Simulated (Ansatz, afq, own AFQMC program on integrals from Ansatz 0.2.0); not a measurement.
## Breaking Sn3–Br5 in CH₄BrClOSn, singlet

```xyz
9

C    -1.4746   -0.2534    0.1511
O    -0.2998   -0.9324   -0.2130
Sn    1.4608   -0.0629   -0.2214
Cl    1.8602    0.7520    1.9380
Br    1.3705    1.9038   -1.7308
H    -1.6915    0.6043   -0.5123
H    -1.4444    0.1153    1.1928
H    -2.3135   -0.9630    0.0682
H     2.6206   -1.2101   -0.6898
```

Products: CH4ClOSn (doublet; CH3–O–SnH–Cl) and Br (doublet), each relaxed with PBE0/def2-SVP like the molecule; electronic energies without zero-point terms. Determinants: RHF, UHF and UHF in that order.

Basis def2-SVP with its core potentials. Only valence electrons are correlated. Ansatz 0.2.0 and our own AFQMC program on the same integrals; the CISD trial comes from CCSD amplitudes, and released means the phaseless constraint is let go. Uncertainties: one standard error, sampling alone. No spin–orbit coupling. The errors of all members are added in quadrature.

No full CI on the walks' own integrals is used here. The released AFQMC energy serves as the reference, which it does only where one determinant dominates, the energy is flat over the last release times and near the phaseless one (40 meV or 2 meV an electron, half that with transition metals). On small molecules, where full CI could be run and the noise was under 10 meV, such values lay within 10 meV of it in 19 cases of 20, a flattering rate, since the rule was set on those same cases; what remains of the bias isn't in the error bar. Each member takes its own surest rung, up to full CI.

Errors are counted within def2-SVP, not against nature.

Cautions: inner d shell frozen; no relativity below Rb; no spin-orbit coupling; CH₄BrClOSn (singlet): the released value is read at 0.90 1/Eh with a noise of 13 meV, more than in the cases checked (meV from the phaseless value at times in 1/Eh: -19 ± 10 at 0.21, -15 ± 13 at 0.42, -13 ± 14 at 0.63, 0 ± 13 at 0.90); CH₄ClOSn (doublet): the ph-AFQMC/CISD walk drifts between its halves (2.0 errors), the released value is read at 0.90 1/Eh with a noise of 14 meV, more than in the cases checked (meV from the phaseless value at times in 1/Eh: -12 ± 9 at 0.21, -15 ± 8 at 0.42, -31 ± 13 at 0.63, -27 ± 14 at 0.90).

Reference (AFQMC with the constraint released): 313.7 ± 1.8 kJ/mol.

```json
{"level": "HF", "bond energy (kJ/mol)": "243.7", "error against released AFQMC (kJ/mol)": "-70.0 ± 1.8"}
{"level": "MP2", "bond energy (kJ/mol)": "330.6", "error against released AFQMC (kJ/mol)": "16.9 ± 1.8"}
{"level": "CCSD", "bond energy (kJ/mol)": "310.2", "error against released AFQMC (kJ/mol)": "-3.5 ± 1.8"}
{"level": "CCSD(T)", "bond energy (kJ/mol)": "314.5", "error against released AFQMC (kJ/mol)": "0.8 ± 1.8"}
{"level": "ph-AFQMC/CISD", "bond energy (kJ/mol)": "316.6 ± 1.1", "error against released AFQMC (kJ/mol)": "2.9 ± 2.1"}
```

Correlation beyond CCSD(T) changes it by less than twice the noise. The perturbative (T) step is worth +4.3 kJ/mol.

Released energies are given only where the last usable release times agree within the noise; a slower fall can still hide under it.
